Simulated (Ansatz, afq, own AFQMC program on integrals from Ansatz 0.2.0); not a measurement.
**GeH$_{3}$S, doublet in def2-TZVP, levels against CCSDT(Q)**

```yaml
atoms:
  - { symbol: Ge, position_ang: [0.2959, -0.6553, 0.1106] }
  - { symbol: S, position_ang: [1.6425, -0.2032, 1.8292] }
  - { symbol: H, position_ang: [1.2023, -0.5019, -1.1346] }
  - { symbol: H, position_ang: [-0.2267, -2.1139, 0.2250] }
  - { symbol: H, position_ang: [0.7843, -0.6634, 2.7657] }
```

Connectivity, by distances: GeH2–SH.

Basis def2-TZVP. Only valence electrons are correlated. Ansatz 0.2.0 and our own AFQMC program on the same integrals; the CISD trial comes from CCSD amplitudes, and released means the phaseless constraint is let go. Uncertainties: one standard error, sampling alone. No spin–orbit coupling.

Determinant: UHF, the one that the program's search chose, which needn't be the lowest solution. The geometry is a PBE0/def2-SVP stationary point of this or a neighbouring charge and spin state.

No full CI on the walks' own integrals is used here; CCSDT(Q) serves as the reference and is uncertain by about the last step of the cluster series.

Cautions: no relativity below Rb; no spin-orbit coupling; inner d shell frozen; the ph-AFQMC/CISD walk drifts between its halves (2.1 errors).

* T1 diagnostic: 0.0160
* weight of the determinant in the CISD state: 0.853
* ⟨S²⟩ of the determinant: 0.758
* size of the correlated space: 13 electrons in 84 orbitals

Reference: CCSDT(Q), correlation energy -8.803 eV. The released energy is read at 2.40 1/Eh (meV from the phaseless value at times in 1/Eh: 1 ± 4 at 0.24, -2 ± 5 at 0.51, -11 ± 5 at 0.99, -13 ± 7 at 1.62, -15 ± 7 at 2.40).

| level | E − E(reference) (kJ/mol) | share of correlation (%) |
| --- | --- | --- |
| HF | 849.4 | 0.00 |
| MP2 | 139.6 | 83.56 |
| CCSD | 38.2 | 95.50 |
| CCSD(T) | 5.1 | 99.40 |
| CCSDT | 1.7 | 99.79 |
| ph-AFQMC/HF | -4.6 ± 2.6 | 100.54 |
| ph-AFQMC/CISD | 0.6 ± 0.6 | 99.92 |
| released AFQMC | -0.8 ± 0.7 | 100.10 |

Released energies are given only where the last usable release times agree within the noise; a slower fall can still hide under it.
